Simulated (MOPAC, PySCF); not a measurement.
Potential energy curve for SMILES C[SiH3] (CH₆Si). The C1–Si5 bond (C1 also carries H, H, H; Si5 carries H, H, H) is varied alone, starting from the PBE0/def2-TZVP optimised geometry. Each curve is given relative to its own lowest point near equilibrium.

| R / Å | A | B | C |
|---|---|---|---|
| 1.48 | 74.5 | 59.3 | 66.9 |
| 1.58 | 36.2 | 29.3 | 32.0 |
| 1.68 | 14.3 | 10.9 | 12.4 |
| 1.77 | 4.1 | 2.5 | 3.4 |
| 1.82 | 1.3 | 0.5 | 1.0 |
| 1.87 | 0.0 | 0.0 | 0.0 |
| 1.93 | 0.1 | 1.1 | 0.2 |
| 1.97 | 1.0 | 2.6 | 1.1 |
| 2.05 | 4.2 | 7.1 | 4.1 |
| 2.18 | 12.4 | 17.1 | 11.4 |
| 2.30 | 21.8 | 28.0 | 19.8 |
| 2.54 | 42.3 | 51.0 | 37.7 |
| 2.80 | 64.1 | 74.5 | 56.3 |
| 3.10 | 86.7 | 97.7 | 74.7 |
| 3.39 | 105.5 | 115.7 | 85.3 |
| 3.77 | 125.7 | 133.4 | 91.6 |
| 4.14 | 141.3 | 145.3 | 94.1 |
| 4.61 | 156.4 | 155.4 | 95.4 |
| 5.09 | 167.8 | 162.1 | 96.0 |
| 5.59 | 176.4 | 166.9 | 96.1 |

Energies in kcal/mol.

Task: Match the curves with the methods MOPAC 23.2.5 with PM6, restricted, heats of formation; restricted Hartree-Fock/LANL2DZ, with its core potentials past Ne (PySCF); unrestricted B3LYP/6-31G*, spherical d in PySCF.

Result: A is RHF/LANL2DZ; B is PM6; C is UKS-B3LYP/6-31G*.

The unrestricted determinant behind UKS-B3LYP/6-31G* is spin-contaminated at 3.10 to 5.59 Å (<S²> up to 1.0, against 0.00 for a pure singlet). The restricted form behind PM6, RHF/LANL2DZ keeps the bonding electrons paired and can't separate into open-shell fragments.
